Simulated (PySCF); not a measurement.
CH3O, SMILES C[O] (connectivity only; charge and spin as stated), charge -1, multiplicity 1.

Coordinates come from a B3LYP-D3(BJ)/def2-TZVPD optimisation. The spin state was assumed, not searched. The isomer is the one that the SMILES or the coordinates give; other isomers of the formula were not compared.

Level of theory: PySCF with r2SCAN/def2-TZVPD.

Symmetry labels are those of the subgroup Cs that the program uses (full group C3v).

Computed valence orbital energies around the gap with their symmetry:
```json
[
 {"orbital": "HOMO−7", "symmetry": "A'", "energy (eV)": "-267.70"},
 {"orbital": "HOMO−6", "symmetry": "A'", "energy (eV)": "-17.51"},
 {"orbital": "HOMO−5", "symmetry": "A'", "energy (eV)": "-9.79"},
 {"orbital": "HOMO−4", "symmetry": "A\"", "energy (eV)": "-3.98"},
 {"orbital": "HOMO−3", "symmetry": "A'", "energy (eV)": "-3.98"},
 {"orbital": "HOMO−2", "symmetry": "A'", "energy (eV)": "-2.44"},
 {"orbital": "HOMO−1", "symmetry": "A'", "energy (eV)": "1.88"},
 {"orbital": "HOMO", "symmetry": "A\"", "energy (eV)": "1.88"},
 {"orbital": "LUMO", "symmetry": "A'", "energy (eV)": "4.86"},
 {"orbital": "LUMO+1", "symmetry": "A'", "energy (eV)": "6.14"},
 {"orbital": "LUMO+2", "symmetry": "A\"", "energy (eV)": "6.40"},
 {"orbital": "LUMO+3", "symmetry": "A'", "energy (eV)": "6.40"}
]
```
